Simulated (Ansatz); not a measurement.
A run of Ansatz (development build ahead of 0.2.0) on singlet H₂O in separate pieces at this shape:

```xyz
3

O     0.0000    0.0000    0.0000
H     0.0000    2.4055    1.6668
H     0.0000   -2.4055    1.6668
```

Its results:

```
Converged                       : yes
Total energy                    : -75.46263 hartree
Spin squared of the determinant : 0.000
Stability test                  : minimum among restricted orbitals
```

(1) Which input gives this output? Name the method, the orbitals and the basis set, and write the input.

Results:

(1) RHF in pcseg-2. An unrestricted run that stays on the closed shell gives the same numbers.

```yaml
crystal:
  periodic: [false, false, false]
  atoms:
    - { symbol: O, position_ang: [0.0, 0.0, 0.0] }
    - { symbol: H, position_ang: [0.0, 2.4055, 1.6668] }
    - { symbol: H, position_ang: [0.0, -2.4055, 1.6668] }
basis:
  gaussian: { orbitals: pcseg-2 }
hamiltonian:
  xc: hf
```

Caution: stretched shape with no unrestricted run beside it, a lower state can exist.
